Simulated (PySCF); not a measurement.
Compound: (CH3)2PPF2, C2H6F2P2.
SMILES: `CP(C)P(F)F`

Torsions of this conformer, `[CH3:1][P:2]([CH3:3])[P:4]([F:5])[F:6]`: C1–P2–P4–F5 87°.

The closed-shell ground state was solved at several levels (PySCF, density fitting, gas phase, non-relativistic). Isolated species at its PBE0-D3(BJ)/def2-SVP geometry (one conformer only).

| level | basis functions | total energy (Eh) | HOMO (eV) | LUMO (eV) | gap (eV) | dipole (D) |
| --- | --- | --- | --- | --- | --- | --- |
| CAM-B3LYP/pcSseg-1 | 146 | -962.1435 | -8.03 | 0.53 | 8.56 | 2.99 |
| LC-wPBE/pcSseg-1 | 146 | -961.8560 | -9.31 | 1.65 | 10.96 | 3.02 |
| wB97X-D/pcSseg-1 | 146 | -962.1266 | -8.60 | 1.16 | 9.76 | 3.04 |
| BHandHLYP/pcSseg-1 | 146 | -962.0763 | -7.81 | 0.39 | 8.20 | 3.16 |

Estimate the row for B97-2/pcSseg-1, a basis of 146 functions; the other rows only guide the guess.

Total energy -962.1670 Eh, HOMO -6.57 eV, LUMO -0.62 eV, gap 5.95 eV, dipole 3.00 D.

Over all these levels, which gives the widest orbital gap and which the narrowest?

LC-wPBE/pcSseg-1 (range-separated hybrid) has the widest, 10.96 eV, and B97-2/pcSseg-1 (global hybrid, 21 % exact exchange) the narrowest, 5.95 eV. From the narrowest to the widest the HOMO moves by -2.74 eV and the LUMO by +2.27 eV.

How far do the dipole and the HOMO energy spread over the levels?

The dipole runs from 2.99 to 3.16 D (mean 3.04 D) and the HOMO from -9.31 to -6.57 eV.

The pairwise dispersion term of wB97X-D wasn't added to the energies; at a given geometry it leaves orbitals and properties as they are.
